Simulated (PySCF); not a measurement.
Dissociation curve of SMILES CCO. The C1–C5 bond (C1 also carries H, H, H; C5 carries H, H, O) is varied alone, starting from the PBE0/def2-TZVP optimised geometry.

- RCCSD = CCSD on RHF/cc-pVDZ, 3 core orbitals frozen (PySCF)
- RMP2/6-31G* = restricted MP2 (frozen core)/6-31G*, spherical d (PySCF)
- UMP2/6-31G* = PySCF with unrestricted MP2 (frozen core)/6-31G*, spherical d
- RKS-LDA (SVWN5)/6-31G* = restricted LDA (SVWN5)/6-31G*, spherical d in PySCF

Energies are in eV, each relative to the lowest point of its own curve near equilibrium.

```tsv
R / Å	RCCSD	RMP2/6-31G*	UMP2/6-31G*	RKS-LDA (SVWN5)/6-31G*
1.21	2.723	2.608	2.608	2.330
1.30	1.164	1.096	1.096	0.948
1.37	0.486	0.445	0.445	0.367
1.43	0.164	0.143	0.143	0.107
1.46	0.072	0.060	0.060	0.040
1.51	0.000	0.000	0.000	0.000
1.55	0.001	0.010	0.010	0.021
1.59	0.044	0.062	0.062	0.079
1.65	0.170	0.199	0.199	0.219
1.77	0.563	0.615	0.615	0.623
1.87	0.968	1.040	1.040	1.025
2.06	1.780	1.897	1.897	1.827
2.29	2.693	2.870	3.426	2.733
2.49	3.366	3.598	4.068	3.414
2.71	3.965	4.252	4.402	4.039
3.05	4.628	4.975	4.611	4.775
3.30	4.952	5.304	4.672	5.177
3.74	5.294	5.522	4.716	5.685
4.10	5.444	5.403	4.731	5.964
4.58	5.550	4.945	4.740	6.193
5.28	5.615	3.987	4.743	6.334
```

At the longest distance, 5.28 Å, RKS-LDA (SVWN5)/6-31G* lies highest above its minimum (6.334 eV) and RMP2/6-31G* lowest (3.987 eV).

The RMP2/6-31G* curve passes through a maximum at 3.74 Å and then falls by 1.535 eV up to the last usable point.

The restricted form behind RMP2/6-31G*, RKS-LDA (SVWN5)/6-31G* keeps the bonding electrons paired and can't separate into open-shell fragments. The unrestricted determinant behind UMP2/6-31G* is spin-contaminated at 2.29 to 5.28 Å (<S²> up to 1.0, against 0.00 for a pure singlet).
